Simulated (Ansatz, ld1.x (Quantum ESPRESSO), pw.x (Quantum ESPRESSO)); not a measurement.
## Nb: does the PAW potential hold in the solid?

| Property | Result |
| --- | --- |
| Element | Nb (Z = 41) |
| Generator | ld1.x (Quantum ESPRESSO) 7.5 |
| Type | PAW |
| Functional | PBE |
| Relativity | scalar-relativistic |
| Frozen core | [Ar] 3d10 |
| Valence charge | 13 |
| Reference configuration | 4s2 4p6 4d4 5s1 5p0 |
| Partial waves | 4s (bound): rcut 1.50, rcutus 1.80 bohr; 5s (bound): rcut 1.50, rcutus 1.80 bohr; 4p (bound): rcut 2.05, rcutus 2.40 bohr; 5p (bound, empty): rcut 2.05, rcutus 2.40 bohr; 4d (bound): rcut 1.75, rcutus 2.35 bohr; 4d channel at 2.7 Ry: rcut 1.75, rcutus 2.35 bohr |
| Local potential | all-electron potential smoothed inside 1.80 bohr (lloc = -2) |
| Core correction | a·sin(br)/r model core inside 1.15 bohr |
| Augmentation charge | PSQ, inside the norm-conserving radii |

Atomic tests: cutoffs needed: 18 Ry and 35 Ry (the cutoffs (Ry, on a coarse ladder) from which the occupation-weighted sum of valence levels, in a spherical-Bessel basis at the reference potential, stays within 10 and 1 mRy of its value at 400 Ry); ghost test: no extra level below or beside the all-electron valence levels (s, p, d, f tested) (spherical-Bessel basis up to 400 Ry, 20 bohr box); largest excitation error: -37 meV (all-electron minus pseudo) for 4s1 4p6 4d4 5s1 5p0, out of 7 test configurations.

Crystal test: bcc Nb in pw.x 7.5, no spin, 14³ k-points, Fermi–Dirac smearing 0.01 Ry, cutoffs 45/360 Ry. The reference is all-electron LAPW (Ansatz 0.2.0) with the same functional, mesh and smearing; V0 and B0 come from Birch–Murnaghan fits to the pressures at five volumes. Errors are pseudo minus all-electron; Δ is the rms difference of the E(V) curves that follow from these fits, minima aligned, over ±6 % about the mean V0. Mesh and smearing are coarse, so the numbers serve the comparison and aren't converged zero-temperature values; the lattice is a test structure that the element need not adopt.

| V (Å³/atom) | P all-electron (GPa) | P pseudo (GPa) |
| --- | --- | --- |
| 17.270 | 9.63 | 11.61 |
| 17.725 | 4.62 | 6.39 |
| 18.179 | 0.16 | 1.73 |
| 18.633 | -3.83 | -2.43 |
| 19.088 | -7.38 | -6.13 |

All-electron: a0 = 3.314 Å (V0 = 18.20 Å³/atom), B0 = 167.9 GPa.

Pseudopotential: mean pressure error (GPa): +1.59; a0 (Å): 3.324; a0 error (%): +0.30; B0 error (%): +1.0; Δ (meV/atom): 6.2.

Problem. At the middle volume, how do free energy and pressure move when the wave cutoff is lowered (ecutrho held at 360 Ry)?

Solution.

```tsv
cutoff (Ry)	shift of F (meV/atom)	shift of P (GPa)
20	+308.6	-12.71
27	+49.8	-0.30
36	+8.8	-0.01
```

Input at the middle volume:

```
&control
  calculation='scf', prefix='x', pseudo_dir='./', outdir='./tmp', tstress=.true., disk_io='none'
/
&system
  ibrav=0, nat=1, ntyp=1, ecutwfc=45, ecutrho=360, nbnd=14,
  occupations='smearing', smearing='fd', degauss=0.01
/
&electrons
  conv_thr=1e-09, mixing_beta=0.4, electron_maxstep=70
/
ATOMIC_SPECIES
Nb 1.0 Nb.UPF
CELL_PARAMETERS angstrom
  -1.65641822 1.65641822 1.65641822
  1.65641822 -1.65641822 1.65641822
  1.65641822 1.65641822 -1.65641822
ATOMIC_POSITIONS crystal
Nb 0.0000 0.0000 0.0000
K_POINTS automatic
14 14 14 0 0 0
```

```bash
pw.x < Nb.scf.in > Nb.scf.out
```

Lines of the output:

```
Message from routine setup:
     using ibrav=0 with symmetry is DISCOURAGED, use correct ibrav instead
     lattice parameter (alat)  =       5.4216  a.u.
     unit-cell volume          =     122.6780 (a.u.)^3
     number of electrons       =        13.00
     number of Kohn-Sham states=           14
     kinetic-energy cutoff     =      45.0000  Ry
     charge density cutoff     =     360.0000  Ry
     scf convergence threshold =      1.0E-09
     Exchange-correlation= SLA  PW   PBX  PBC
     number of k points=   104  Fermi-Dirac smearing, width (Ry)=  0.0100
     iteration #  1     ecut=    45.00 Ry     beta= 0.40
     total energy              =    -334.25967740 Ry
     estimated scf accuracy    <       0.13076830 Ry
     iteration #  2     ecut=    45.00 Ry     beta= 0.40
     total energy              =    -334.26528886 Ry
     estimated scf accuracy    <       0.02691895 Ry
     iteration #  3     ecut=    45.00 Ry     beta= 0.40
     negative rho (up, down):  1.306E-04 0.000E+00
     total energy              =    -334.26754011 Ry
     estimated scf accuracy    <       0.00265557 Ry
     iteration #  4     ecut=    45.00 Ry     beta= 0.40
     negative rho (up, down):  1.477E-04 0.000E+00
     total energy              =    -334.26785317 Ry
     estimated scf accuracy    <       0.00001940 Ry
     iteration #  5     ecut=    45.00 Ry     beta= 0.40
     negative rho (up, down):  1.671E-04 0.000E+00
     total energy              =    -334.26788555 Ry
     estimated scf accuracy    <       0.00002019 Ry
     iteration #  6     ecut=    45.00 Ry     beta= 0.40
     negative rho (up, down):  1.849E-04 0.000E+00
     total energy              =    -334.26789221 Ry
     estimated scf accuracy    <       0.00001177 Ry
     iteration #  7     ecut=    45.00 Ry     beta= 0.40
     negative rho (up, down):  2.241E-04 0.000E+00
     total energy              =    -334.26789560 Ry
     estimated scf accuracy    <       0.00000404 Ry
     iteration #  8     ecut=    45.00 Ry     beta= 0.40
     negative rho (up, down):  3.890E-04 0.000E+00
     total energy              =    -334.26789908 Ry
     estimated scf accuracy    <       0.00000083 Ry
     iteration #  9     ecut=    45.00 Ry     beta= 0.40
     negative rho (up, down):  3.161E-04 0.000E+00
     total energy              =    -334.26789965 Ry
     estimated scf accuracy    <       0.00000063 Ry
     iteration # 10     ecut=    45.00 Ry     beta= 0.40
     negative rho (up, down):  3.698E-04 0.000E+00
     total energy              =    -334.26789971 Ry
     estimated scf accuracy    <       0.00000025 Ry
     iteration # 11     ecut=    45.00 Ry     beta= 0.40
     negative rho (up, down):  3.476E-04 0.000E+00
     total energy              =    -334.26789976 Ry
     estimated scf accuracy    <       0.00000007 Ry
     iteration # 12     ecut=    45.00 Ry     beta= 0.40
     negative rho (up, down):  3.545E-04 0.000E+00
     total energy              =    -334.26789976 Ry
     estimated scf accuracy    <       0.00000001 Ry
     iteration # 13     ecut=    45.00 Ry     beta= 0.40
     negative rho (up, down):  3.536E-04 0.000E+00
     the Fermi energy is    17.7482 ev
!    total energy              =    -334.26789977 Ry
     estimated scf accuracy    <          1.3E-10 Ry
     smearing contrib. (-TS)   =      -0.00647751 Ry
     convergence has been achieved in  13 iterations
     negative rho (up, down):  3.536E-04 0.000E+00
          total   stress  (Ry/bohr**3)                   (kbar)     P=       17.26
     Message from routine punch:
     Nothing written, as per user request (disk_io='none')
```

The run at the middle volume (104 k-points, 13 iterations) took about 22 s on one core of a shared host (AMD EPYC 7R43 64-Core Processor, 256 threads, 1004 GiB, load 72).
